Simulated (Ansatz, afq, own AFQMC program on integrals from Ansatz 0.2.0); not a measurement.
**CH2O, triplet → CH2O⁺, quartet, worked out**

```xyz
4

O     0.0000    0.0000    0.6438
C     0.0000    0.0000   -0.6606
H     0.0000   -0.9567   -1.1734
H     0.0000    0.9567   -1.1734
```

Connectivity, by distances: O–CH2.

Both states at this geometry.

Basis cc-pVDZ. Only valence electrons are correlated. Ansatz 0.2.0 and our own AFQMC program on the same integrals; the CISD trial comes from CCSD amplitudes, and released means the phaseless constraint is let go. Error bars are statistical, one sigma.

Total energies in eV. CBS is CCSD(T) at the limit of def2-TZVPP/QZVPP (extrapolated itself); the highest rung of each member is named.

Cautions: CH₂O (triplet): another spin lies lower; CH₂O⁺ (quartet): lower spins were not checked; this needn't be the first ionization.

```
        member  count  CCSD(T)/cc-pVDZ  highest rung in cc-pVDZ     which  CCSD(T)/CBS
CH₂O⁺, quartet     +1       -3091.8833               -3091.9145  CCSDT(Q)   -3095.8529
 CH₂O, triplet     -1       -3104.8102               -3104.8459  CCSDT(Q)   -3109.3985
```

Q: Work out the best estimate of the vertical ionization energy: the CCSD(T)/CBS difference plus the step from CCSD(T) to the highest rung.

A: Sums with the counts: CCSD(T)/CBS 13.5456 eV, highest rung 12.9314 eV, CCSD(T)/cc-pVDZ 12.9269 eV. The step is 12.9314 − 12.9269 = 0.0045 eV, so the best estimate is 13.5456 + (0.0045) = 13.5501 eV = 312.5 kcal/mol. The basis set is worth 0.619 eV of it. Zero-point, core-correlation and spin–orbit terms aren't in it.

Best estimates are given only where the step beyond CCSD(T) is under 0.3 eV and no member's determinant is very poor (T1 over 0.05, or 0.07 for open shells, ⟨S²⟩ too high by 0.3, two states mixed), so the hardest cases are missing from such tables.

CCSDT and higher add their correlation energy to the determinant of the CCSD(T) run, since their own runs factorise the integrals more tightly (a shift of under 2 meV). Each member of a difference takes its own highest rung, so a best estimate needn't equal the limit plus the step of one row.
